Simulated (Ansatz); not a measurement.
# CH₄AlN: basis-set convergence

How large a basis does CH₄AlN need? Two functionals are run in growing sets.

The runs use Ansatz 0.2.0, Gaussian basis; one geometry, several basis sets.

Plan: PBE0-D4/def2-SVP; ωB97M-V/def2-SVP; PBE0-D4/def2-QZVPP; ωB97M-V/def2-QZVPP; the functionals' def2-TZVPP values are taken from earlier runs.

## Step 1: The geometry

The geometry comes from an earlier relaxation with PBE0-D4 in a triple-zeta def2 set; it is a stationary point, not always the lowest conformer.

7 atoms, charge 0, spin multiplicity 1.

Atoms are counted from 1 here; the program's logs count them from 0.

Bond lengths: C1–N2 1.242 Å, C1–H4 1.101 Å, C1–H5 1.101 Å, N2–Al3 1.748 Å, Al3–H6 1.580 Å, Al3–H7 1.580 Å. Angles: N2–C1–H4 122.5°, N2–C1–H5 122.5°, H4–C1–H5 115.0°, C1–N2–Al3 179.9°, N2–Al3–H6 117.2°, N2–Al3–H7 117.2°, H6–Al3–H7 125.6°.

## Step 2: PBE0-D4 in def2-SVP

Input file in.yaml:

```yaml
crystal:
  periodic: [false, false, false]
  atoms:
    - {symbol: C, position_ang: [-1.225957, -0.193116, -0.831600]}
    - {symbol: N, position_ang: [-0.201265, -0.041769, -0.145874]}
    - {symbol: Al, position_ang: [1.241518, 0.173073, 0.817604]}
    - {symbol: H, position_ang: [-2.036361, -0.879542, -0.541079]}
    - {symbol: H, position_ang: [-1.391737, 0.349167, -1.775412]}
    - {symbol: H, position_ang: [1.210180, 1.301304, 1.922718]}
    - {symbol: H, position_ang: [2.464722, -0.777217, 0.507942]}
basis:
  gaussian: {orbitals: def2-SVP}
hamiltonian: {xc: pbe0, dispersion: d4}
output: {orbitals: {seedname: orbitals}}
```

On the command line:

```
> ansatz run in.yaml --threads 2 --pin off --events-out ev --progress --plain --max-ram 4352MiB
```

Further steps of the session: ωB97M-V in def2-SVP; PBE0-D4 in def2-QZVPP; ωB97M-V in def2-QZVPP.

Q: Predict the results of all the runs planned. Wanted: PBE0-D4: double and triple zeta above quadruple; ωB97M-V: double and triple zeta above quadruple.

The runs gave:

```
                                       quantity          value
PBE0-D4: double and triple zeta above quadruple  5.59, 0.35 eV
ωB97M-V: double and triple zeta above quadruple  5.71, 0.34 eV
```

What this shows: PBE0-D4 gains 5.24 eV from double to triple zeta, then 0.35 eV more. These are total energies; as a rule much of such shifts cancels in differences, which this series doesn't test. The LUMO of ωB97M-V is positive and keeps falling with the basis (1.10 to 0.51 eV): an unbound level that the basis holds in place.
